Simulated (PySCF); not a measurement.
Atomic charges against the basis set

Species: dimethylformamide, C3H7NO.
Structure used (PBE0-D3(BJ)/def2-SVP), in Å, numbered top down from 1:
```xyz
12
C3H7NO angstrom
C      1.3346    0.0492    0.3208
N     -0.0523    0.1275   -0.0401
C     -0.8387   -1.0767    0.0113
C     -0.6308    1.2986   -0.4209
O     -1.7894    1.4426   -0.7358
H      1.7930    1.0460    0.2481
H      1.4616   -0.3122    1.3566
H      1.8890   -0.6348   -0.3456
H     -1.8656   -0.8213   -0.2802
H     -0.4443   -1.8399   -0.6815
H     -0.8443   -1.5034    1.0290
H      0.1027    2.1417   -0.4107
```

PBE0 throughout (PySCF), one geometry, spherical d and f functions. Geometry: PBE0-D3(BJ)/def2-SVP; no solvent, vibrations or thermal averaging. Atoms taken as equivalent share a column and are averaged.

Mulliken charges (e):

```json
{"basis": "STO-3G", "functions": "32", "C1/C3": "-0.147", "N2": "-0.234", "C4": "+0.154", "O5": "-0.240", "H6 (×6)": "+0.093", "H12": "+0.054"}
{"basis": "6-31G", "functions": "59", "C1/C3": "-0.315", "N2": "-0.545", "C4": "+0.359", "O5": "-0.448", "H6 (×6)": "+0.189", "H12": "+0.131"}
{"basis": "pcSseg-0", "functions": "59", "C1/C3": "-0.382", "N2": "-0.831", "C4": "+0.483", "O5": "-0.526", "H6 (×6)": "+0.241", "H12": "+0.193"}
{"basis": "6-31G*", "functions": "84", "C1/C3": "-0.388", "N2": "-0.381", "C4": "+0.336", "O5": "-0.455", "H6 (×6)": "+0.193", "H12": "+0.121"}
{"basis": "def2-SVP", "functions": "105", "C1/C3": "+0.054", "N2": "-0.376", "C4": "+0.228", "O5": "-0.296", "H6 (×6)": "+0.055", "H12": "+0.005"}
{"basis": "cc-pVDZ", "functions": "105", "C1/C3": "+0.016", "N2": "-0.304", "C4": "+0.220", "O5": "-0.284", "H6 (×6)": "+0.055", "H12": "+0.004"}
{"basis": "pcSseg-1", "functions": "120", "C1/C3": "-0.072", "N2": "-0.649", "C4": "+0.428", "O5": "-0.440", "H6 (×6)": "+0.122", "H12": "+0.070"}
{"basis": "6-311+G(2d,p)", "functions": "177", "C1/C3": "-0.415", "N2": "+0.094", "C4": "+0.229", "O5": "-0.489", "H6 (×6)": "+0.151", "H12": "+0.087"}
{"basis": "aug-cc-pVDZ", "functions": "178", "C1/C3": "+0.717", "N2": "-0.131", "C4": "+0.557", "O5": "-0.534", "H6 (×6)": "-0.168", "H12": "-0.321"}
{"basis": "def2-TZVP", "functions": "197", "C1/C3": "-0.306", "N2": "-0.042", "C4": "+0.133", "O5": "-0.364", "H6 (×6)": "+0.137", "H12": "+0.063"}
{"basis": "IGLO-III", "functions": "245", "C1/C3": "-0.341", "N2": "+0.065", "C4": "+0.262", "O5": "-0.465", "H6 (×6)": "+0.131", "H12": "+0.037"}
{"basis": "cc-pVTZ", "functions": "248", "C1/C3": "-0.200", "N2": "-0.020", "C4": "+0.130", "O5": "-0.341", "H6 (×6)": "+0.099", "H12": "+0.040"}
```

IAO charges (e):

```
        basis  functions   C1/C3      N2      C4      O5  H6 (×6)     H12
       STO-3G         32  -0.312  -0.146  +0.108  -0.260   +0.140  +0.084
        6-31G         59  -0.337  -0.156  +0.247  -0.457   +0.156  +0.104
     pcSseg-0         59  -0.316  -0.170  +0.259  -0.449   +0.150  +0.094
       6-31G*         84  -0.310  -0.175  +0.299  -0.476   +0.147  +0.089
     def2-SVP        105  -0.299  -0.167  +0.293  -0.471   +0.143  +0.085
      cc-pVDZ        105  -0.309  -0.170  +0.292  -0.470   +0.146  +0.088
     pcSseg-1        120  -0.307  -0.175  +0.298  -0.485   +0.147  +0.093
6-311+G(2d,p)        177  -0.320  -0.173  +0.302  -0.498   +0.152  +0.097
  aug-cc-pVDZ        178  -0.319  -0.170  +0.300  -0.496   +0.151  +0.096
    def2-TZVP        197  -0.319  -0.174  +0.305  -0.495   +0.151  +0.095
     IGLO-III        245  -0.321  -0.173  +0.302  -0.497   +0.152  +0.097
      cc-pVTZ        248  -0.320  -0.173  +0.303  -0.491   +0.151  +0.094
```

Some averages cover members that differ in this geometry, most widely: H6 (×6), Mulliken in aug-cc-pVDZ -0.293 to -0.103; H6 (×6), Mulliken in 6-311+G(2d,p) +0.136 to +0.193; H6 (×6), Mulliken in IGLO-III +0.119 to +0.170; H6 (×6), Mulliken in def2-TZVP +0.126 to +0.176 e.

Problem. Which scheme is steadiest as the basis changes?

Solution. Largest range over the bases for any column: IAO 0.24 e, Mulliken 1.13 e. IAO charges move least and Mulliken charges most, counted in e. Without the minimal STO-3G basis the ranges are IAO 0.06, Mulliken 1.13 e.

Problem. How much do the charges still move between the two largest bases, IGLO-III and cc-pVTZ?

Solution. At most, over all atoms: Mulliken 0.147 e, IAO 0.006 e.

Problem. What do the same runs give for the total energy, the frontier levels and the dipole moment?

Solution. 
```json
{"basis": "STO-3G", "energy (Eh)": "-245.0471", "HOMO (eV)": "-3.98", "LUMO (eV)": "4.25", "μ (D)": "2.71"}
{"basis": "6-31G", "energy (Eh)": "-248.1412", "HOMO (eV)": "-6.86", "LUMO (eV)": "0.97", "μ (D)": "4.07"}
{"basis": "pcSseg-0", "energy (Eh)": "-247.6445", "HOMO (eV)": "-7.03", "LUMO (eV)": "0.92", "μ (D)": "4.07"}
{"basis": "6-31G*", "energy (Eh)": "-248.2190", "HOMO (eV)": "-6.86", "LUMO (eV)": "1.16", "μ (D)": "3.76"}
{"basis": "def2-SVP", "energy (Eh)": "-248.0447", "HOMO (eV)": "-6.99", "LUMO (eV)": "0.95", "μ (D)": "3.80"}
{"basis": "cc-pVDZ", "energy (Eh)": "-248.2383", "HOMO (eV)": "-6.87", "LUMO (eV)": "1.05", "μ (D)": "3.69"}
{"basis": "pcSseg-1", "energy (Eh)": "-248.1994", "HOMO (eV)": "-7.08", "LUMO (eV)": "0.79", "μ (D)": "4.01"}
{"basis": "6-311+G(2d,p)", "energy (Eh)": "-248.2989", "HOMO (eV)": "-7.15", "LUMO (eV)": "0.12", "μ (D)": "4.04"}
{"basis": "aug-cc-pVDZ", "energy (Eh)": "-248.2565", "HOMO (eV)": "-7.13", "LUMO (eV)": "-0.25", "μ (D)": "3.99"}
{"basis": "def2-TZVP", "energy (Eh)": "-248.3199", "HOMO (eV)": "-7.13", "LUMO (eV)": "0.62", "μ (D)": "3.93"}
{"basis": "IGLO-III", "energy (Eh)": "-248.3254", "HOMO (eV)": "-7.14", "LUMO (eV)": "0.46", "μ (D)": "3.99"}
{"basis": "cc-pVTZ", "energy (Eh)": "-248.3124", "HOMO (eV)": "-7.08", "LUMO (eV)": "0.72", "μ (D)": "3.86"}
```

The dipole is fixed by the density alone, so its range of 1.36 D shows that the density itself changes with the basis, not only its division among atoms.
